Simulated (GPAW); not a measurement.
**C3H3 (SMILES C#C[CH2]) at UPBE/real-space grid (scalar-relativistic datasets)**

We compute the charge distribution of C3H3. 

Program for the calculation: GPAW 26.7.0.

3 further runs of the same task are left out: 3 set aside as unsound or not needed.

### 1 The system as given

C3H3 has 6 atoms, charge 0, and is taken as a doublet. As SMILES, `C#C[CH2]`. Geometry: relaxed at GFN2-xTB.

Bond lengths: C1–C2 1.219 Å, C2–C3 1.352 Å, C1–H4 1.048 Å, C3–H5 1.075 Å, C3–H6 1.075 Å. Angles: C1–C2–C3 179.9°, C2–C1–H4 180.0°, C2–C3–H5 120.7°, C2–C3–H6 120.6°, H5–C3–H6 118.7°.

### 2 Energy and one-electron properties at UPBE/real-space grid (scalar-relativistic datasets)

run.py reads:

```python
import numpy as np
from ase import Atoms
from ase.units import Debye
from gpaw import GPAW

molecule = Atoms(['C', 'C', 'C', 'H', 'H', 'H'],
    positions=[[ -1.242790,  -0.600410,  -0.579260],
               [ -0.230430,  -0.112270,  -0.106650],
               [  0.892220,   0.430790,   0.415890],
               [ -2.112640,  -1.020740,  -0.985480],
               [  1.808900,   0.441380,  -0.145140],
               [  0.884730,   0.861250,   1.400630]])
molecule.center(vacuum=4.5)
molecule.set_initial_magnetic_moments([0.333333, 0.333333, 0.333333, 0.0, 0.0, 0.0])

calculator = GPAW(mode='fd',
                  h=0.18,
                  maxiter=100,
                  symmetry='off',
                  occupations={'name': 'fermi-dirac', 'width': 0.01, 'fixmagmom': True},
                  xc='PBE',
                  txt='gs.txt')
molecule.calc = calculator

energy = molecule.get_potential_energy()
print(f'Energy = {energy:.5f} eV')
forces = molecule.get_forces()
print('Forces (eV/Ang)')
for symbol, f in zip(molecule.symbols, forces):
    print(f'{symbol:2} {f[0]:9.4f} {f[1]:9.4f} {f[2]:9.4f}')
dipole = molecule.get_dipole_moment() / Debye
print(f'Dipole = {np.linalg.norm(dipole):.3f} D')
print('Moments:', molecule.get_magnetic_moments().round(3))
```

The run is started by

```console
$ python3 -u run.py | tee run.out
```

The program printed:

```text
Energy = -34.64086 eV
Forces (eV/Ang)
C    -0.2841   -0.1363   -0.1304
C     0.4057    0.1909    0.1853
C     0.1062    0.0490    0.0425
H    -0.7428   -0.3563   -0.3454
H     0.4696    0.0175   -0.2435
H     0.0410    0.2269    0.4890
Dipole = 0.118 D
Moments: [ 0.161 -0.049  0.216 -0.005 -0.006 -0.006]
```

gs.txt:

```text
__  _  _
 | _ |_)|_||  |
 |__||  | ||/\| - 26.7.0

units:  Angstrom and eV
cores:  1
OpenMP: False

Versions:
  Python: 3.12.14
  ASE:    3.29.0
  Numpy:  2.5.5
  Scipy:  1.18.1
  Libxc:  7.0.0

        _gpaw.cpython-312-x86_64-linux-gnu.so

Input parameters:
  mode=FD(),
  h=0.18,
  maxiter=100,
  occupations=Occupations(name='fermi-dirac', width=0.01, fixmagmom=True),
  symmetry=Symmetry(point_group=False, time_reversal=False),
  xc=XC(name='PBE')

[... 56 lines left out ...]
|   |                                coordinates |     weight |
[... 76 lines left out ...]
Reference energy: -3120.354833  # eV
[... 3 lines left out ...]
  Converge bands: occupied
[... 12 lines left out ...]
  Fourier metric: weight=20.0, sigma=0.015
[... 17 lines left out ...]
convergence criteria:
- Maximum [total energy] change in last 3 cyles: 0.0005 eV / valence electron
[... 13 lines left out ...]
Converged in 17 steps
[... 12 lines left out ...]
  Free energy:     -34.640860
[... 2 lines left out ...]
dipole moment: (0.020294, 0.010183, 0.009366)  # |e|*Ang
[... 23 lines left out ...]
Gap: 1.517 eV
Transition (v -> c):
  (s=0, k=0, n=7, [0.00, 0.00, 0.00]) -> (s=1, k=0, n=7, [0.00, 0.00, 0.00])
No difference between direct/indirect transitions
vacuum-level: 0.000  # V

Forces  # eV/Ang
|        x |        y |        z |
|----------|----------|----------|
| -0.28406 | -0.13634 | -0.13038 |  # C    0
|  0.40572 |  0.19085 |  0.18526 |  # C    1
|  0.10625 |  0.04901 |  0.04249 |  # C    2
| -0.74284 | -0.35630 | -0.34539 |  # H    3
|  0.46960 |  0.01751 | -0.24347 |  # H    4
|  0.04100 |  0.22688 |  0.48901 |  # H    5

Force computation time: 0.047  # s

timing:  # [seconds]
  Total:  37.549  # ━━━━━━━━━━━━━━━━━━━━━━━━━━━━━━━━━━━━━━━━━━━━━━━━━━━━━━━━━
  Init:    2.217  # ━━━╸
  SCF:    35.256  # ━━━━━━━━━━━━━━━━━━━━━━━━━━━━━━━━━━━━━━━━━━━━━━━━━━━━━╸
  Forces:  0.047  #

Max RSS: 933.953  # MiB
```

It took 38 s on 1 thread of Intel Xeon 6975P-C (Granite Rapids), shared host; peak memory 0.91 GiB.

### 3 Summary of results

Level: UPBE/real-space grid (scalar-relativistic datasets).

| quantity | value |
| --- | --- |
| energy as printed (from the program's reference atoms) | -34.6409 eV |
| dipole moment | 0.12 D |
| HOMO energy (highest over α and β) | -5.14 eV |
| LUMO energy (lowest over α and β) | -3.62 eV |
| largest force on an atom | 0.893 eV/Å |

The largest force is 0.89 eV/Å: the shape isn't a stationary point for this species at this level.
